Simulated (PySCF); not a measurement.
# CH₃: stationary points from several starts

Aim: find the stationary points of CH₃ from trigonal pyramidal and trigonal planar starts in the doublet state, tell minima from saddle points, and describe the lowest.

Program: PySCF 2.14.0. Level of theory: PBE, basis C def2-TZVP, H def2-TZVP, no relativity, density fitting. These are calculated values, not measurements.

## (1) The system as given

4 atoms, charge 0, spin multiplicity 2.

Bond lengths: C1–H2 1.070 Å, C1–H3 1.070 Å, C1–H4 1.070 Å. Angles: H2–C1–H3 99.8°, H2–C1–H4 99.8°, H3–C1–H4 99.8°.

```xyz
4
charge 0 multiplicity 2
C     0.0000    0.0000    0.0000
H     0.9448    0.0000    0.5023
H    -0.4724    0.8182    0.5023
H    -0.4724   -0.8182    0.5023
```

## (2) First SCF at the start

The steps below are one call of a driver around PySCF. For each, scf.py gives the equivalent set-up of the SCF; relaxations use the driver's own optimiser. After this first run the driver tries any further starts and a stability analysis.

scf.py

```python
from pyscf import gto, scf, dft
mol = gto.M(atom='''
C      0.000000     0.000000     0.000000
H      0.944800     0.000000     0.502300
H     -0.472400     0.818200     0.502300
H     -0.472400    -0.818200     0.502300''',
    basis={'C': 'def2-TZVP', 'H': 'def2-TZVP'},
    charge=0, spin=1)
mf = dft.UKS(mol, xc='PBE')
mf.grids.atom_grid = (50, 194)
aux = {'C': 'def2-universal-JKFIT', 'H': 'def2-universal-JKFIT'}
mf = mf.density_fit(auxbasis=aux)
mf.conv_tol = 1e-08
mf.diis_space = 10
mf.max_cycle = 60
mf.init_guess = 'minao'
mf.verbose = 4
mf.kernel()
```

Run with:

```sh
> OMP_NUM_THREADS=2 python axn.py task.json out
```

The runs that follow: Trigonal pyramidal start, doublet: relaxation; Hessian and properties; Relaxation: trigonal planar start, doublet.

Q: Predict the outcome of this session. Wanted: lowest minimum; geometry; wavenumbers; dipole moment; highest occupied, lowest empty level; polar-tensor charge of C1; zero-point energy; atomisation energy; ⟨S²⟩.

The runs gave:

| quantity | value |
| --- | --- |
| lowest minimum | doublet, D3h |
| geometry | C–H 1.087 Å (×3); H–C–H 120.0° (×3) |
| wavenumbers (cm⁻¹) | 530 (a2''), 1358 (e'), 3054 (a1'), 3233 (e') |
| dipole moment | 0.00 D |
| highest occupied, lowest empty level (either spin) | -5.38, -2.84 eV |
| polar-tensor charge of C1 | -0.15 e |
| zero-point energy | 76.4 kJ/mol |
| entropy at 298.15 K | 194.8 J/(mol K) |
| atomisation energy (no zero-point energy) | 1295 kJ/mol |
| ⟨S²⟩ | 0.754 |

The lowest minimum found is the doublet of D3h symmetry. In the infrared the band at 530 cm⁻¹ (a2'', bend) leads. Most of the spin sits on C1 (Mulliken spin 1.11, against 1 for the whole molecule). The density between C1 and H2 is high and ELF large, as in a shared bond. A search over typed starts can miss a lower isomer.
